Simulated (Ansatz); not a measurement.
Molecule: PH2, charge -1, multiplicity 1. Whether it binds its extra electron was not tested at this geometry. 
Coordinates optimised at B3LYP-D3(BJ)/def2-TZVP (Ansatz, a first-principles code):
```xyz
3

P      0.0006     0.0766     0.0893
H      1.0268    -0.5896    -0.6629
H     -1.0353    -0.5590    -0.6762
```
Charge -1, spin multiplicity 1.

Basis-set convergence of Hartree-Fock and CCSD correlation energies (hartree) with Ansatz. Valence correlation only, unless marked. Spin-orbit coupling is left out. No relativistic terms.

| basis | functions | E(HF) | E(corr, CCSD) |
|---|---|---|---|
| def2-SVPD | 40 | -341.75290 | -0.17070 |
| def2-TZVPPD | 82 | -341.87761 | -0.20167 |
| def2-QZVPPD | 142 | -341.89056 | -0.21179 |

Extrapolating the two largest sets (X = 3 and 4) as X^-3: E(corr) = (64·(-0.21179) - 27·(-0.20167))/37 = -0.2192 Eh, an estimate of the basis-set limit. The largest set recovers 96.6 % of it, the smallest 77.9 %.
